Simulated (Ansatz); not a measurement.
# CHNS (SMILES N#CS): one structure at several levels

One table from this session's results is given with a row withheld; the runs are named, their logs left out.

The runs use Ansatz 0.2.0, Gaussian basis; single points in def2-TZVPP.

Cores are frozen in the correlated methods.

## The system as given

SMILES `N#CS`, 4 atoms, charge 0, spin multiplicity 1.

Atoms are counted from 1 here; the program's logs count them from 0.

Bond lengths: N1–C2 1.169 Å, C2–S3 1.694 Å, S3–H4 1.542 Å. Angles: N1–C2–S3 169.1°, C2–S3–H4 103.3°.

Coordinates:

```
N     1.06160   -0.22460    1.50750
C     0.49590   -0.41800    0.50290
S    -0.41490   -0.39020   -0.92520
H    -0.86930    1.07970   -1.02600
```

Set-up of the first run:

File run/in.yaml:

```yaml
crystal:
  periodic: [false, false, false]
  atoms:
    - {symbol: N, position_ang: [1.061600, -0.224600, 1.507500]}
    - {symbol: C, position_ang: [0.495900, -0.418000, 0.502900]}
    - {symbol: S, position_ang: [-0.414900, -0.390200, -0.925200]}
    - {symbol: H, position_ang: [-0.869300, 1.079700, -1.026000]}
basis:
  gaussian: {orbitals: def2-TZVPP}
correlation: {method: ccsd_t}
output: {forces: true}
```

No record of the launch command was kept for these runs.

Steps of the session up to this table: CCSD(T)/def2-TZVPP; PBE0-D4/def2-TZVPP; wB97M-V/def2-TZVPP; r2SCAN-D4/def2-TZVPP; PBE-D4/def2-TZVPP; wB97X-V/def2-TZVPP; HSE06-D4/def2-TZVPP.

One of the session's tables, all rows but one given; the rest of the session is left out.

```
   method  RMS force component (eV/Å)  angle to CCSD(T) forces (°)  dipole (D)
  CCSD(T)                       1.231                    reference        3.28
  PBE0-D4                       1.314                         23.1        3.42
  wB97M-V                           ?                            ?           ?
r2SCAN-D4                       1.175                         13.8        3.41
   PBE-D4                       1.068                         12.1        3.34
  wB97X-V                       1.470                         26.3        3.41
 HSE06-D4                       1.300                         22.4        3.42
```

Q: Estimate the row for wB97M-V from the others.

As computed: RMS force component (eV/Å): 1.468; angle to CCSD(T) forces (°): 28.9; dipole (D): 3.42. In the column «RMS force component (eV/Å)» it lies between PBE0-D4 (1.314) and wB97X-V (1.470).
